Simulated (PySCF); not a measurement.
Geometries of 2 isomers of C4H9F, from PySCF, PBE0-D3(BJ)/def2-SVP geometry optimisation, gas phase. One conformer each, no zero-point energy, no frequencies.

Problem. Which is lower in electronic energy at this level?
A.
```xyz
14
angstrom
C      1.252    0.014   -0.744
C      0.154   -0.070    0.302
C     -0.809   -1.211    0.025
C     -0.568    1.254    0.475
F      0.778   -0.355    1.519
H      0.833    0.234   -1.737
H      1.967    0.808   -0.482
H      1.798   -0.939   -0.799
H     -1.339   -1.057   -0.927
H     -1.553   -1.284    0.831
H     -0.264   -2.164   -0.030
H      0.148    2.046    0.740
H     -1.084    1.545   -0.452
H     -1.313    1.179    1.280
```
B.
```xyz
14
angstrom
C     -1.950   -0.053   -0.095
C     -0.551   -0.214    0.477
C      0.548    0.155   -0.510
C      1.938    0.050    0.070
F      2.076    0.900    1.144
H     -2.098   -0.688   -0.983
H     -2.138    0.989   -0.402
H     -2.722   -0.325    0.641
H     -0.436    0.413    1.376
H     -0.401   -1.256    0.812
H      0.496   -0.494   -1.402
H      0.395    1.188   -0.870
H      2.703    0.315   -0.680
H      2.142   -0.978    0.421
```

Solution. A. That is `CC(C)(C)F`, 7.8 kcal/mol below the other.

```csv
SMILES,atoms numbered as above,E (Eh),relative (kcal/mol),relative (kJ/mol),dipole (D)
CC(C)(C)F,[CH3:1][C:2]([CH3:3])([CH3:4])[F:5],-257.22472,0.0,0.0,1.78
CCCCF,[CH3:1][CH2:2][CH2:3][CH2:4][F:5],-257.21227,7.8,32.7,1.65
```
